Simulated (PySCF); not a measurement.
# C4H7FO: core binding energies at several levels of theory

Aim: compute the core binding energies of C4H7FO (`C[C@@H](F)[C@@H]1CO1`) at several levels, and see how far they spread and what each costs.

Computed with PySCF 2.14.0, with density-fitted response routines of our own, on a single molecule in the gas phase. Atoms count from 0, in the outputs and in this text.

### Step 1. The molecule as given

13 atoms, charge 0, multiplicity 1; geometry from: PBE0-D3(BJ)/def2-SVP.

Bonds of the start (Å): C0–C1 1.51, C1–F2 1.38, C1–C3 1.51, C3–C4 1.46, C4–O5 1.41, O5–C3 1.41, C0–H6 1.10, C0–H7 1.10, C0–H8 1.10, C1–H9 1.10, C3–H10 1.10, C4–H11 1.10, C4–H12 1.10.

### Step 2. X-ray photoelectron lines: SCAN, X2C

Job settings and geometry (Å):

```
{"job": {"kind": "xps"}, "charge": 0, "multiplicity": 1}
C     -1.877746    -0.966900    -0.282274
C     -0.853042     0.135172    -0.186268
F     -1.103610     0.899879     0.936452
C      0.556375    -0.386117    -0.089420
C      1.682208     0.361659    -0.642859
O      1.148119    -0.762309    -1.310883
H     -1.832379    -1.608757     0.610960
H     -2.891189    -0.548623    -0.359335
H     -1.680829    -1.584103    -1.171464
H     -0.915515     0.794359    -1.070833
H      0.737489    -1.069689     0.753674
H      1.501613     1.332699    -1.122047
H      2.682493     0.229522    -0.211804
```

With the program's defaults for keys left out, this is: delta-SCF UKS SCAN, pcX-2 on the ionised atom, pcseg-1 elsewhere, spin-free X2C.

The run is started by

```bash
$ OMP_NUM_THREADS=1 python probes_run.py task.json out
```

The driver reads the jobs from task.json and runs them one after another.

Log:

```text
ground state, core basis on atom 0 (C), 150 functions
  cycle   1  E = -331.59385214  |g| = 6.46e-01
  cycle   2  E = -331.45069364  |g| = 1.09e+00
  cycle   3  E = -331.66950672  |g| = 1.61e-01
  cycle   4  E = -331.67450878  |g| = 5.25e-02
  cycle   5  E = -331.67498624  |g| = 1.75e-02
  cycle   6  E = -331.67503460  |g| = 6.10e-03
  cycle   7  E = -331.67504214  |g| = 9.85e-04
  cycle   8  E = -331.67504212  |g| = 4.64e-04
  E(ground) = -331.68348162 Eh
hole in C 1s of atom 0
  cycle   1  E = -320.42695148  |g| = 1.50e+00
  cycle   2  E = -319.86323967  |g| = 1.75e+00
  cycle   3  E = -320.93206754  |g| = 3.60e-01
  cycle   4  E = -320.96114828  |g| = 2.40e-01
  cycle   5  E = -320.97963568  |g| = 4.68e-02
  cycle   6  E = -320.98025081  |g| = 1.56e-02
  cycle   7  E = -320.98035910  |g| = 5.29e-03
  cycle   8  E = -320.98037349  |g| = 2.39e-03
  cycle   9  E = -320.98037589  |g| = 1.22e-03
  cycle  10  E = -320.98037661  |g| = 6.20e-04
  cycle  11  E = -320.98037614  |g| = 2.15e-04
  E(ion) = -320.98808837 Eh   <S^2> = 0.7667   hole on atom = 1.000   binding energy = 291.036 eV
ground state, core basis on atom 1 (C), 150 functions
  cycle   1  E = -331.68039299  |g| = 6.03e-02
  cycle   2  E = -331.68030473  |g| = 3.18e-02
  cycle   3  E = -331.68036358  |g| = 2.84e-02
  cycle   4  E = -331.68051100  |g| = 5.50e-03
  cycle   5  E = -331.68051883  |g| = 5.63e-04
  cycle   6  E = -331.68051680  |g| = 1.98e-04
  E(ground) = -331.68845009 Eh
hole in C 1s of atom 1
  cycle   1  E = -320.34998171  |g| = 1.51e+00
  cycle   2  E = -316.95990158  |g| = 2.80e+00
  cycle   3  E = -320.36190593  |g| = 1.16e+00
  cycle   4  E = -320.82832814  |g| = 4.48e-01
  cycle   5  E = -320.89440955  |g| = 1.68e-01
  cycle   6  E = -320.90293252  |g| = 6.39e-02
  cycle   7  E = -320.90463420  |g| = 1.74e-02
  cycle   8  E = -320.90472902  |g| = 9.89e-03
  cycle   9  E = -320.90477501  |g| = 2.85e-03
  cycle  10  E = -320.90477851  |g| = 1.71e-03
  cycle  11  E = -320.90478163  |g| = 5.95e-04
  cycle  12  E = -320.90478077  |g| = 2.19e-04
  E(ion) = -320.91296635 Eh   <S^2> = 0.7721   hole on atom = 1.000   binding energy = 293.216 eV
ground state, core basis on atom 2 (F), 150 functions
  cycle   1  E = -331.72044608  |g| = 1.18e-01
  cycle   2  E = -331.72006502  |g| = 6.44e-02
  cycle   3  E = -331.72006017  |g| = 6.56e-02
  cycle   4  E = -331.72064491  |g| = 6.00e-03
  cycle   5  E = -331.72065275  |g| = 9.82e-04
  cycle   6  E = -331.72065258  |g| = 2.84e-04
  E(ground) = -331.73084513 Eh
hole in F 1s of atom 2
  cycle   1  E = -305.37998955  |g| = 2.58e+00
  cycle   2  E = -304.14900129  |g| = 2.62e+00
  cycle   3  E = -305.59521286  |g| = 1.24e+00
  cycle   4  E = -306.20274992  |g| = 4.40e-01
  cycle   5  E = -306.25525967  |g| = 2.00e-01
  cycle   6  E = -306.27055918  |g| = 5.09e-02
  cycle   7  E = -306.27164173  |g| = 8.97e-03
  cycle   8  E = -306.27167213  |g| = 4.50e-03
  cycle   9  E = -306.27168178  |g| = 7.28e-04
  cycle  10  E = -306.27168171  |g| = 2.22e-04
  E(ion) = -306.28769745 Eh   <S^2> = 0.7572   hole on atom = 1.000   binding energy = 692.343 eV
ground state, core basis on atom 3 (C), 150 functions
  cycle   1  E = -331.67919669  |g| = 7.85e-02
  cycle   2  E = -331.67832193  |g| = 9.23e-02
  cycle   3  E = -331.67956738  |g| = 2.45e-02
  cycle   4  E = -331.67966179  |g| = 4.47e-03
  cycle   5  E = -331.67966582  |g| = 1.40e-03
  cycle   6  E = -331.67966676  |g| = 3.57e-04
  E(ground) = -331.68799335 Eh
hole in C 1s of atom 3
  cycle   1  E = -320.37225308  |g| = 1.52e+00
  cycle   2  E = -319.30960914  |g| = 2.14e+00
  cycle   3  E = -320.83481544  |g| = 5.11e-01
  cycle   4  E = -320.88844418  |g| = 3.44e-01
  cycle   5  E = -320.93106961  |g| = 7.99e-02
  cycle   6  E = -320.93322430  |g| = 3.52e-02
  cycle   7  E = -320.93368139  |g| = 1.06e-02
  cycle   8  E = -320.93371964  |g| = 5.34e-03
  cycle   9  E = -320.93373550  |g| = 1.64e-03
  cycle  10  E = -320.93373900  |g| = 9.57e-04
  cycle  11  E = -320.93373997  |g| = 3.65e-04
  E(ion) = -320.94034016 Eh   <S^2> = 0.7734   hole on atom = 1.000   binding energy = 292.459 eV
ground state, core basis on atom 4 (C), 150 functions
  cycle   1  E = -331.67845585  |g| = 5.79e-02
  cycle   2  E = -331.67842383  |g| = 2.15e-02
  cycle   3  E = -331.67837473  |g| = 2.70e-02
  cycle   4  E = -331.67851432  |g| = 5.15e-03
  cycle   5  E = -331.67852033  |g| = 8.26e-04
  cycle   6  E = -331.67852042  |g| = 1.97e-04
  E(ground) = -331.68666393 Eh
hole in C 1s of atom 4
  cycle   1  E = -320.37476356  |g| = 1.51e+00
  cycle   2  E = -318.96071564  |g| = 2.21e+00
  cycle   3  E = -320.82095475  |g| = 5.12e-01
  cycle   4  E = -320.88951276  |g| = 3.44e-01
  cycle   5  E = -320.92536759  |g| = 1.34e-01
  cycle   6  E = -320.93145493  |g| = 3.91e-02
  cycle   7  E = -320.93211066  |g| = 1.06e-02
  cycle   8  E = -320.93215120  |g| = 8.09e-03
  cycle   9  E = -320.93218622  |g| = 2.57e-03
  cycle  10  E = -320.93219388  |g| = 9.74e-04
  cycle  11  E = -320.93219539  |g| = 3.55e-04
  E(ion) = -320.93857912 Eh   <S^2> = 0.7735   hole on atom = 1.000   binding energy = 292.470 eV
ground state, core basis on atom 5 (O), 150 functions
  cycle   1  E = -331.70636775  |g| = 9.48e-02
  cycle   2  E = -331.70597273  |g| = 5.55e-02
  cycle   3  E = -331.70575850  |g| = 6.61e-02
  cycle   4  E = -331.70651220  |g| = 4.81e-03
  cycle   5  E = -331.70651992  |g| = 7.16e-04
  cycle   6  E = -331.70651942  |g| = 2.05e-04
  E(ground) = -331.71251959 Eh
hole in O 1s of atom 5
  cycle   1  E = -311.08042959  |g| = 2.22e+00
  cycle   2  E = -310.21904029  |g| = 2.44e+00
  cycle   3  E = -311.76586706  |g| = 6.41e-01
  cycle   4  E = -311.83945530  |g| = 4.39e-01
  cycle   5  E = -311.89927921  |g| = 1.08e-01
  cycle   6  E = -311.90301469  |g| = 2.64e-02
  cycle   7  E = -311.90332595  |g| = 7.19e-03
  cycle   8  E = -311.90334998  |g| = 1.86e-03
  cycle   9  E = -311.90335176  |g| = 9.95e-04
  cycle  10  E = -311.90335252  |g| = 3.12e-04
  E(ion) = -311.91062301 Eh   <S^2> = 0.7655   hole on atom = 1.000   binding energy = 538.837 eV
```

Run time: 41 s. Hardware: 1 thread of Arm Neoverse V2, shared host; peak memory 0.54 GiB.

The holes in one table. −ε is the ground-state orbital energy:

| hole | stands for | environment | ΔSCF (eV) | −ε (eV) | ⟨S²⟩ |
| --- | --- | --- | --- | --- | --- |
| C1s on C0 | C0 | methyl carbon | 291.04 | 273.7 | 0.767 |
| C1s on C1 | C1 | sp3 CH bonded to F | 293.22 | 276.0 | 0.772 |
| F1s on F2 | F2 | fluorine on an sp3 carbon | 692.34 | 666.4 | 0.757 |
| C1s on C3 | C3 | epoxide ring carbon | 292.46 | 275.3 | 0.773 |
| C1s on C4 | C4 | epoxide ring carbon | 292.47 | 275.2 | 0.773 |
| O1s on O5 | O5 | ether oxygen | 538.84 | 517.2 | 0.765 |

### Step 3. X-ray photoelectron lines: B3LYP, X2C

Settings changed since step 2:

```diff
@@ -1,2 +1,2 @@
-{"job": {"kind": "xps"}, "charge": 0, "multiplicity": 1}
+{"job": {"kind": "xps", "xc": "B3LYP"}, "charge": 0, "multiplicity": 1}
 C     -1.877746    -0.966900    -0.282274
```

With the program's defaults for keys left out, this is: delta-SCF UKS B3LYP, pcX-2 on the ionised atom, pcseg-1 elsewhere, spin-free X2C.

Log:

```text
ground state, core basis on atom 0 (C), 150 functions
  cycle   1  E = -331.72293959  |g| = 6.78e-01
  cycle   2  E = -331.58884676  |g| = 1.10e+00
  cycle   3  E = -331.80757825  |g| = 1.18e-01
  cycle   4  E = -331.81006303  |g| = 4.77e-02
  cycle   5  E = -331.81046564  |g| = 1.15e-02
  cycle   6  E = -331.81048502  |g| = 4.55e-03
  cycle   7  E = -331.81048871  |g| = 4.53e-04
  E(ground) = -331.81083866 Eh
hole in C 1s of atom 0
  cycle   1  E = -320.56614282  |g| = 1.51e+00
  cycle   2  E = -320.14988227  |g| = 1.66e+00
  cycle   3  E = -321.08148508  |g| = 2.80e-01
  cycle   4  E = -321.10386114  |g| = 1.51e-01
  cycle   5  E = -321.11105343  |g| = 2.53e-02
  cycle   6  E = -321.11127312  |g| = 7.53e-03
  cycle   7  E = -321.11130260  |g| = 1.79e-03
  cycle   8  E = -321.11130509  |g| = 1.02e-03
  cycle   9  E = -321.11130583  |g| = 6.66e-04
  cycle  10  E = -321.11130574  |g| = 1.93e-04
  E(ion) = -321.11160065 Eh   <S^2> = 0.7595   hole on atom = 1.000   binding energy = 291.141 eV
ground state, core basis on atom 1 (C), 150 functions
  cycle   1  E = -331.81500866  |g| = 4.65e-02
  cycle   2  E = -331.81491448  |g| = 3.36e-02
  cycle   3  E = -331.81505845  |g| = 1.88e-02
  cycle   4  E = -331.81511718  |g| = 3.05e-03
  cycle   5  E = -331.81511844  |g| = 3.07e-04
  E(ground) = -331.81509589 Eh
hole in C 1s of atom 1
  cycle   1  E = -320.48818202  |g| = 1.51e+00
  cycle   2  E = -318.25652166  |g| = 2.60e+00
  cycle   3  E = -320.78659102  |g| = 7.87e-01
  cycle   4  E = -320.97598664  |g| = 4.12e-01
  cycle   5  E = -321.03251613  |g| = 9.69e-02
  cycle   6  E = -321.03580897  |g| = 3.34e-02
  cycle   7  E = -321.03631669  |g| = 7.01e-03
  cycle   8  E = -321.03633786  |g| = 4.01e-03
  cycle   9  E = -321.03634567  |g| = 1.20e-03
  cycle  10  E = -321.03634653  |g| = 7.90e-04
  cycle  11  E = -321.03634688  |g| = 2.24e-04
  E(ion) = -321.03631437 Eh   <S^2> = 0.7610   hole on atom = 1.000   binding energy = 293.306 eV
ground state, core basis on atom 2 (F), 150 functions
  cycle   1  E = -331.86147925  |g| = 8.45e-02
  cycle   2  E = -331.86118395  |g| = 5.85e-02
  cycle   3  E = -331.86146331  |g| = 3.88e-02
  cycle   4  E = -331.86167454  |g| = 1.38e-03
  cycle   5  E = -331.86167533  |g| = 6.79e-04
  cycle   6  E = -331.86167488  |g| = 1.33e-04
  E(ground) = -331.86177159 Eh
hole in F 1s of atom 2
  cycle   1  E = -305.53034090  |g| = 2.60e+00
  cycle   2  E = -305.24676412  |g| = 2.28e+00
  cycle   3  E = -306.26624890  |g| = 6.44e-01
  cycle   4  E = -306.33922787  |g| = 4.84e-01
  cycle   5  E = -306.42739869  |g| = 8.02e-02
  cycle   6  E = -306.42956550  |g| = 3.00e-02
  cycle   7  E = -306.42996785  |g| = 3.05e-03
  cycle   8  E = -306.42997144  |g| = 1.61e-03
  cycle   9  E = -306.42997306  |g| = 3.40e-04
  E(ion) = -306.42985161 Eh   <S^2> = 0.7549   hole on atom = 1.000   binding energy = 692.038 eV
ground state, core basis on atom 3 (C), 150 functions
  cycle   1  E = -331.81383359  |g| = 5.57e-02
  cycle   2  E = -331.81349809  |g| = 5.86e-02
  cycle   3  E = -331.81406250  |g| = 1.54e-02
  cycle   4  E = -331.81410133  |g| = 4.21e-03
  cycle   5  E = -331.81410364  |g| = 7.76e-04
  cycle   6  E = -331.81410490  |g| = 2.11e-04
  E(ground) = -331.81427494 Eh
hole in C 1s of atom 3
  cycle   1  E = -320.50906175  |g| = 1.52e+00
  cycle   2  E = -319.68823697  |g| = 2.01e+00
  cycle   3  E = -320.99581581  |g| = 4.22e-01
  cycle   4  E = -321.03516513  |g| = 2.73e-01
  cycle   5  E = -321.06188307  |g| = 4.99e-02
  cycle   6  E = -321.06280174  |g| = 1.85e-02
  cycle   7  E = -321.06293543  |g| = 4.33e-03
  cycle   8  E = -321.06294406  |g| = 2.06e-03
  cycle   9  E = -321.06294644  |g| = 7.26e-04
  cycle  10  E = -321.06294802  |g| = 2.91e-04
  E(ion) = -321.06318567 Eh   <S^2> = 0.7622   hole on atom = 1.000   binding energy = 292.552 eV
ground state, core basis on atom 4 (C), 150 functions
  cycle   1  E = -331.81327328  |g| = 4.65e-02
  cycle   2  E = -331.81316832  |g| = 3.23e-02
  cycle   3  E = -331.81332651  |g| = 1.79e-02
  cycle   4  E = -331.81339158  |g| = 4.01e-03
  cycle   5  E = -331.81339432  |g| = 4.18e-04
  E(ground) = -331.81343371 Eh
hole in C 1s of atom 4
  cycle   1  E = -320.51106959  |g| = 1.51e+00
  cycle   2  E = -319.81409264  |g| = 1.90e+00
  cycle   3  E = -320.99849579  |g| = 4.04e-01
  cycle   4  E = -321.03336158  |g| = 2.70e-01
  cycle   5  E = -321.06016969  |g| = 4.72e-02
  cycle   6  E = -321.06100956  |g| = 1.47e-02
  cycle   7  E = -321.06111478  |g| = 2.47e-03
  cycle   8  E = -321.06112142  |g| = 1.39e-03
  cycle   9  E = -321.06112334  |g| = 9.23e-04
  cycle  10  E = -321.06112341  |g| = 2.43e-04
  E(ion) = -321.06123897 Eh   <S^2> = 0.7621   hole on atom = 1.000   binding energy = 292.582 eV
ground state, core basis on atom 5 (O), 150 functions
  cycle   1  E = -331.84024792  |g| = 6.76e-02
  cycle   2  E = -331.84004898  |g| = 4.30e-02
  cycle   3  E = -331.84009728  |g| = 3.93e-02
  cycle   4  E = -331.84035615  |g| = 1.81e-03
  cycle   5  E = -331.84035754  |g| = 6.45e-04
  cycle   6  E = -331.84035810  |g| = 3.03e-05
  E(ground) = -331.84038208 Eh
hole in O 1s of atom 5
  cycle   1  E = -311.22667463  |g| = 2.23e+00
  cycle   2  E = -310.65115977  |g| = 2.33e+00
  cycle   3  E = -311.98824202  |g| = 4.31e-01
  cycle   4  E = -312.02988691  |g| = 2.13e-01
  cycle   5  E = -312.04382121  |g| = 6.18e-02
  cycle   6  E = -312.04497914  |g| = 1.28e-02
  cycle   7  E = -312.04505369  |g| = 2.60e-03
  cycle   8  E = -312.04505686  |g| = 7.10e-04
  cycle   9  E = -312.04505750  |g| = 4.10e-04
  E(ion) = -312.04513238 Eh   <S^2> = 0.7588   hole on atom = 1.000   binding energy = 538.656 eV
```

Run time: 44 s. Hardware: 1 thread of Arm Neoverse V2, shared host; peak memory 0.61 GiB.

The holes in one table. −ε is the ground-state orbital energy:

| hole | stands for | environment | ΔSCF (eV) | −ε (eV) | ⟨S²⟩ |
| --- | --- | --- | --- | --- | --- |
| C1s on C0 | C0 | methyl carbon | 291.14 | 277.1 | 0.760 |
| C1s on C1 | C1 | sp3 CH bonded to F | 293.31 | 279.3 | 0.761 |
| F1s on F2 | F2 | fluorine on an sp3 carbon | 692.04 | 671.8 | 0.755 |
| C1s on C3 | C3 | epoxide ring carbon | 292.55 | 278.7 | 0.762 |
| C1s on C4 | C4 | epoxide ring carbon | 292.58 | 278.6 | 0.762 |
| O1s on O5 | O5 | ether oxygen | 538.66 | 521.5 | 0.759 |

### Step 4. Core-electron binding energies: PBE0, X2C

Settings changed since step 3:

```diff
@@ -1,2 +1,2 @@
-{"job": {"kind": "xps", "xc": "B3LYP"}, "charge": 0, "multiplicity": 1}
+{"job": {"kind": "xps", "xc": "PBE0"}, "charge": 0, "multiplicity": 1}
 C     -1.877746    -0.966900    -0.282274
```

Method: delta-SCF UKS PBE0, pcX-2 on the ionised atom, pcseg-1 elsewhere, spin-free X2C.

Log:

```text
ground state, core basis on atom 0 (C), 150 functions
  cycle   1  E = -331.36494975  |g| = 6.27e-01
  cycle   2  E = -331.27510229  |g| = 9.52e-01
  cycle   3  E = -331.43839519  |g| = 9.47e-02
  cycle   4  E = -331.43992478  |g| = 4.08e-02
  cycle   5  E = -331.44022314  |g| = 9.16e-03
  cycle   6  E = -331.44023537  |g| = 3.62e-03
  cycle   7  E = -331.44023762  |g| = 3.27e-04
  E(ground) = -331.44056966 Eh
hole in C 1s of atom 0
  cycle   1  E = -320.21802263  |g| = 1.51e+00
  cycle   2  E = -319.93189962  |g| = 1.54e+00
  cycle   3  E = -320.73567163  |g| = 2.63e-01
  cycle   4  E = -320.75689635  |g| = 1.28e-01
  cycle   5  E = -320.76211123  |g| = 2.18e-02
  cycle   6  E = -320.76228256  |g| = 6.40e-03
  cycle   7  E = -320.76230453  |g| = 1.98e-03
  cycle   8  E = -320.76230805  |g| = 1.34e-03
  cycle   9  E = -320.76230986  |g| = 6.32e-04
  cycle  10  E = -320.76230936  |g| = 1.50e-04
  E(ion) = -320.76258057 Eh   <S^2> = 0.7624   hole on atom = 1.000   binding energy = 290.563 eV
ground state, core basis on atom 1 (C), 150 functions
  cycle   1  E = -331.44583456  |g| = 6.12e-02
  cycle   2  E = -331.44579118  |g| = 2.80e-02
  cycle   3  E = -331.44583784  |g| = 2.37e-02
  cycle   4  E = -331.44593703  |g| = 2.91e-03
  cycle   5  E = -331.44593847  |g| = 2.91e-04
  E(ground) = -331.44591186 Eh
hole in C 1s of atom 1
  cycle   1  E = -320.14019072  |g| = 1.51e+00
  cycle   2  E = -318.92336456  |g| = 2.15e+00
  cycle   3  E = -320.56675029  |g| = 5.35e-01
  cycle   4  E = -320.64204374  |g| = 3.45e-01
  cycle   5  E = -320.68429228  |g| = 7.42e-02
  cycle   6  E = -320.68630884  |g| = 2.21e-02
  cycle   7  E = -320.68655181  |g| = 5.07e-03
  cycle   8  E = -320.68657542  |g| = 3.00e-03
  cycle   9  E = -320.68658290  |g| = 1.20e-03
  cycle  10  E = -320.68658507  |g| = 3.57e-04
  E(ion) = -320.68654413 Eh   <S^2> = 0.7649   hole on atom = 1.000   binding energy = 292.777 eV
ground state, core basis on atom 2 (F), 150 functions
  cycle   1  E = -331.49154535  |g| = 1.11e-01
  cycle   2  E = -331.49131940  |g| = 5.41e-02
  cycle   3  E = -331.49140854  |g| = 4.90e-02
  cycle   4  E = -331.49175610  |g| = 1.41e-03
  cycle   5  E = -331.49175473  |g| = 4.91e-04
  E(ground) = -331.49188289 Eh
hole in F 1s of atom 2
  cycle   1  E = -305.17887103  |g| = 2.60e+00
  cycle   2  E = -305.12027650  |g| = 2.11e+00
  cycle   3  E = -305.99357975  |g| = 4.84e-01
  cycle   4  E = -306.01950610  |g| = 3.97e-01
  cycle   5  E = -306.08044173  |g| = 5.39e-02
  cycle   6  E = -306.08143625  |g| = 1.92e-02
  cycle   7  E = -306.08160274  |g| = 2.05e-03
  cycle   8  E = -306.08160544  |g| = 1.00e-03
  cycle   9  E = -306.08160522  |g| = 3.21e-04
  E(ion) = -306.08154303 Eh   <S^2> = 0.7555   hole on atom = 1.000   binding energy = 691.451 eV
ground state, core basis on atom 3 (C), 150 functions
  cycle   1  E = -331.44465107  |g| = 7.84e-02
  cycle   2  E = -331.44416786  |g| = 7.62e-02
  cycle   3  E = -331.44507060  |g| = 1.99e-02
  cycle   4  E = -331.44513540  |g| = 3.14e-03
  cycle   5  E = -331.44513636  |g| = 5.49e-04
  cycle   6  E = -331.44513629  |g| = 2.22e-04
  E(ground) = -331.44532511 Eh
hole in C 1s of atom 3
  cycle   1  E = -320.16147638  |g| = 1.52e+00
  cycle   2  E = -319.51311611  |g| = 1.87e+00
  cycle   3  E = -320.65212254  |g| = 4.03e-01
  cycle   4  E = -320.69277066  |g| = 2.36e-01
  cycle   5  E = -320.71290904  |g| = 4.30e-02
  cycle   6  E = -320.71361191  |g| = 1.51e-02
  cycle   7  E = -320.71370650  |g| = 3.98e-03
  cycle   8  E = -320.71371621  |g| = 2.15e-03
  cycle   9  E = -320.71372167  |g| = 8.22e-04
  cycle  10  E = -320.71372216  |g| = 2.68e-04
  E(ion) = -320.71397648 Eh   <S^2> = 0.7664   hole on atom = 1.000   binding energy = 292.015 eV
ground state, core basis on atom 4 (C), 150 functions
  cycle   1  E = -331.44370670  |g| = 6.19e-02
  cycle   2  E = -331.44362798  |g| = 3.11e-02
  cycle   3  E = -331.44372260  |g| = 2.32e-02
  cycle   4  E = -331.44383819  |g| = 3.20e-03
  cycle   5  E = -331.44384088  |g| = 3.63e-04
  E(ground) = -331.44389393 Eh
hole in C 1s of atom 4
  cycle   1  E = -320.16368997  |g| = 1.51e+00
  cycle   2  E = -319.63474802  |g| = 1.77e+00
  cycle   3  E = -320.65415247  |g| = 3.90e-01
  cycle   4  E = -320.69089525  |g| = 2.37e-01
  cycle   5  E = -320.71173610  |g| = 4.01e-02
  cycle   6  E = -320.71235741  |g| = 1.23e-02
  cycle   7  E = -320.71243629  |g| = 2.67e-03
  cycle   8  E = -320.71244532  |g| = 1.56e-03
  cycle   9  E = -320.71244798  |g| = 9.63e-04
  cycle  10  E = -320.71244810  |g| = 2.43e-04
  E(ion) = -320.71256736 Eh   <S^2> = 0.7663   hole on atom = 1.000   binding energy = 292.014 eV
ground state, core basis on atom 5 (O), 150 functions
  cycle   1  E = -331.47102292  |g| = 9.14e-02
  cycle   2  E = -331.47084514  |g| = 4.24e-02
  cycle   3  E = -331.47077522  |g| = 4.73e-02
  cycle   4  E = -331.47115632  |g| = 2.46e-03
  cycle   5  E = -331.47115781  |g| = 5.81e-04
  cycle   6  E = -331.47115800  |g| = 4.66e-05
  E(ground) = -331.47119007 Eh
hole in O 1s of atom 5
  cycle   1  E = -310.87122129  |g| = 2.23e+00
  cycle   2  E = -310.44003927  |g| = 2.20e+00
  cycle   3  E = -311.64349688  |g| = 3.98e-01
  cycle   4  E = -311.68236012  |g| = 1.68e-01
  cycle   5  E = -311.69110228  |g| = 5.10e-02
  cycle   6  E = -311.69189599  |g| = 1.06e-02
  cycle   7  E = -311.69194712  |g| = 2.47e-03
  cycle   8  E = -311.69195100  |g| = 8.04e-04
  cycle   9  E = -311.69195101  |g| = 4.33e-04
  E(ion) = -311.69203223 Eh   <S^2> = 0.7607   hole on atom = 1.000   binding energy = 538.218 eV
```

Wall time 43 s (1 thread of Arm Neoverse V2, shared host); peak memory 0.6 GiB.

The holes in one table. −ε is the ground-state orbital energy:

| hole | stands for | environment | ΔSCF (eV) | −ε (eV) | ⟨S²⟩ |
| --- | --- | --- | --- | --- | --- |
| C1s on C0 | C0 | methyl carbon | 290.56 | 278.4 | 0.762 |
| C1s on C1 | C1 | sp3 CH bonded to F | 292.78 | 280.7 | 0.765 |
| F1s on F2 | F2 | fluorine on an sp3 carbon | 691.45 | 674.2 | 0.756 |
| C1s on C3 | C3 | epoxide ring carbon | 292.01 | 280.1 | 0.766 |
| C1s on C4 | C4 | epoxide ring carbon | 292.01 | 280.0 | 0.766 |
| O1s on O5 | O5 | ether oxygen | 538.22 | 523.7 | 0.761 |

(Part 1 of 3 ends here.)
